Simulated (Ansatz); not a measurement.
A made-up structure of CH$_{4}$S, singlet:

```xyz
6
angstrom
C -0.1447 -0.2824 -0.3751
S 0.5651 0.0418 1.2539
H 1.3092 -0.9770 1.7619
H -0.1094 -1.3632 -0.5118
H 0.4391 0.1866 -1.1662
H 0.4336 1.3768 1.2291
```

It is relaxed with PBE-D4/def2-SVP and then PBE0-D4/def2-TZVP (Ansatz 0.2.0). Atoms count as bonded within 1.22 times the sum of their covalent radii (H–H: 0.88 Å). The end point is not checked to be a true minimum.

(1) Does its bonding change? (Judge from chemistry; the calculation decides.)

Answers

(1) By the calculation: No: no bond forms or breaks.

Where it ends: The first stage lowers the energy by 2.14 eV in 11 steps. It ends as CH₄S ([CH2][SH2]):
```
6
angstrom
C 0.1064 -0.4352 -0.3931
S 0.3040 -0.1961 1.2049
H 1.6025 -0.3801 1.6374
H -0.6711 -1.1410 -0.6325
H 0.7455 -0.0029 -1.1450
H 0.4055 1.1379 1.5202
```

Labels in which every atom is bracketed show which atoms are joined, not bond orders.

For scale, one of the runs: PBE0-D4/def2-TZVP relaxation, 92 basis functions, launched by `ansatz run in.yaml --threads 2 --pin off --events-out ev --progress --plain --max-ram 4352MiB`. The run took about 7.5 s on 2 CPU threads of an Intel Xeon 6975P-C (shared host).
